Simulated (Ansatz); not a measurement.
# H₂O (singlet): from Hartree-Fock to the top rungs at angle H2–O1–H3 = 162.0°, 6-31G

Aim: climb from Hartree-Fock through coupled cluster and multireference methods for H₂O (singlet) at one geometry and basis, and see what each rung misses.

Method: 6-31G, core rule «outside noble gas», up to 1 orbitals frozen; program: Ansatz 0.2.0, Gaussian basis.

To be run: UHF; CCSD(T) on RHF; BCCD(T) on RHF; CISD; CCSDT(Q) on RHF; CCSDTQ on RHF; CASSCF and MRCISD+Q, 2 electrons in 2 orbitals; CASSCF and NEVPT2, 2 electrons in 2 orbitals; CASSCF and MRCISD+Q, 8 electrons in 6 orbitals; CASSCF and NEVPT2, 8 electrons in 6 orbitals; Full CI.

9 further runs of the same task are left out: 1 for a mislabelled method, 4 that didn't finish, 4 set aside as unsound or not needed.

**1. The system**

The geometry derives from a PBE0/def2-TZVP stationary point (not a proven minimum). One angle is set to the value named; bond lengths are kept.

3 atoms, charge 0, spin multiplicity 1.

Atoms are counted from 1 here; the program's logs count them from 0.

Bond lengths: O1–H2 0.960 Å, O1–H3 0.960 Å. Angles: H2–O1–H3 162.0°.

**2. UHF**

in.yaml

```yaml
crystal:
  periodic: [false, false, false]
  atoms:
    - {symbol: O, position_ang: [0.000000, -0.016796, 0.000000]}
    - {symbol: H, position_ang: [0.000000, 0.133307, -0.947716]}
    - {symbol: H, position_ang: [0.000000, 0.133307, 0.947716]}
basis:
  gaussian: {orbitals: 6-31G}
magnetization: {spin_polarized: true, initial_magnetization: 0}
hamiltonian: {xc: hf}
output: {orbitals: {seedname: orbitals}}
```

Run with:

```console
ansatz run in.yaml --threads 1 --pin off --events-out ev --progress --plain --max-ram 2393MiB
```

Further steps of the session: CCSD(T) on RHF; BCCD(T) on RHF; CISD; CCSDT(Q) on RHF; CCSDTQ on RHF; CASSCF and MRCISD+Q, 2 electrons in 2 orbitals; CASSCF and NEVPT2, 2 electrons in 2 orbitals; CASSCF and MRCISD+Q, 8 electrons in 6 orbitals; CASSCF and NEVPT2, 8 electrons in 6 orbitals; Full CI.

Before running them: what should the planned runs give, taken together? Wanted: FCI below the RHF energy; RMP2 from FCI; RCCSD from FCI; RCCSD(T) from FCI; RCCSDT(Q) from FCI; NEVPT2 pair from FCI; MRCISD+Q pair from FCI; NEVPT2 valence from FCI; T1 diagnostic.

**Answer**, as computed:

| quantity | value |
| --- | --- |
| FCI below the RHF energy | -3.5910 eV |
| RMP2 from FCI | +18.7 kJ/mol |
| RCCSD from FCI | +3.5 kJ/mol |
| RCCSD(T) from FCI | +1.3 kJ/mol |
| RCCSDT(Q) from FCI | 0.0 kJ/mol |
| NEVPT2 pair from FCI | +11.6 kJ/mol |
| MRCISD+Q pair from FCI | +3.3 kJ/mol |
| NEVPT2 valence from FCI | +28.9 kJ/mol |
| levels within 1 kcal/mol (43 meV) | RCCSD, RCCSD(T), BCCD(T), RCCSDT, RCCSDT(Q), RCCSDTQ, MRCISD+Q pair, MRCISD+Q valence |
| T1 diagnostic | 0.007 |
| effectively unpaired electrons | 0.01 |

In words: RCCSD(T) misses by +1.3 kJ/mol, 0.4 % of the correlation energy. One determinant dominates. Of the multireference levels listed MRCISD+Q valence comes nearest in total energy (+2.9 kJ/mol), which doesn't show that its space is the better one. These misses are within one basis, not against nature.
